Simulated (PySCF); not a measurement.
A PySCF script (with the pyscf-properties extension) for the NMR shieldings of SMILES C=CP=C(C)C, C5H9P, on a GFN2-xTB geometry:

```python
import basis_set_exchange as bse
import numpy as np
from pyscf import gto, dft
from pyscf.prop import nmr

atoms = """
C     3.190534    0.066425   -0.135490
C     1.890748    0.332463   -0.205791
P     0.716951   -0.964025   -0.680385
C    -0.812797   -0.314894   -0.377608
C    -1.983458   -1.191606   -0.709830
C    -1.198962    1.014026    0.186014
H     3.574198   -0.920513   -0.338161
H     3.918094    0.817009    0.130461
H     1.536565    1.335837   -0.010666
H    -2.626708   -0.704825   -1.444801
H    -1.656500   -2.148068   -1.112741
H    -2.587219   -1.376409    0.180100
H    -1.854253    0.871090    1.047043
H    -1.761482    1.580500   -0.559194
H    -0.350125    1.610979    0.503482
"""
names = dict.fromkeys(["C", "P", "H"], "pcSseg-1")
basis = {el: gto.basis.parse(bse.get_basis(n, elements=[el], fmt="nwchem")) for el, n in names.items()}
mol = gto.M(atom=atoms, basis=basis, charge=0, verbose=0)
mf = dft.RKS(mol, xc="PBE0")
mf.grids.level = 2
mf.grids.alignment = dft.numint.BLKSIZE   # the property module wants whole blocks of grid points
mf.conv_tol = 1e-9
mf.kernel()

calc = nmr.RKS(mf)   # GIAO
C = mf.mo_coeff
Co = C[:, mf.mo_occ > 0]
resp = mf.gen_response(singlet=True, hermi=2)
def vind(x):   # induced exchange potential for any number of trial vectors
    d = np.einsum("pi,xij,qj->xpq", C, 2 * x.reshape(-1, C.shape[1], Co.shape[1]), Co, optimize=True)
    return np.einsum("xpq,pi,qj->xij", resp(d - d.transpose(0, 2, 1)), C, Co, optimize=True).ravel()
mo1, _ = nmr.rhf.solve_mo1(calc, with_cphf=vind)
sigma = calc.kernel(mo1)
for i, s in enumerate(sigma):   # ppm
    print("%2d %-2s %9.2f" % (i, mol.atom_pure_symbol(i), np.trace(s) / 3))
```

Question: What does it print?

Answer: 
```
 0 C      50.06
 1 C      35.66
 2 P      83.75
 3 C     -21.05
 4 C     154.28
 5 C     159.52
 6 H      25.47
 7 H      25.44
 8 H      23.99
 9 H      29.50
10 H      28.98
11 H      29.52
12 H      29.70
13 H      29.64
14 H      28.29
```

These numbers come from an equivalent density-fitted implementation of the same equations, which agrees with the script to about 0.01 ppm for H and up to a few tenths of a ppm for heavy atoms, so last digits may differ.

Question: Turn these shieldings into chemical shifts. Chemical shifts δ = σref − σ; $^{13}$C (186.93 ppm) and $^{1}$H (31.72 ppm) against TMS; $^{31}$P (318.38 ppm) against H3PO4, all at this level.

Answer: Averaging equivalent atoms: C 3: 208.0; C 1: 151.3; C 0: 136.9; C 4: 32.6; C 5: 27.4; P 2: 234.6; H 8: 7.72; H 7: 6.27; H 6: 6.25; H 12/13/14: 2.51; H 9/10/11: 2.39 ppm. Experimental scales use liquid or dissolved standards, which lie at an offset from isolated H3PO4.

Size and cost of the density-fitted run: 154 basis functions, of the order of 50 core-seconds.
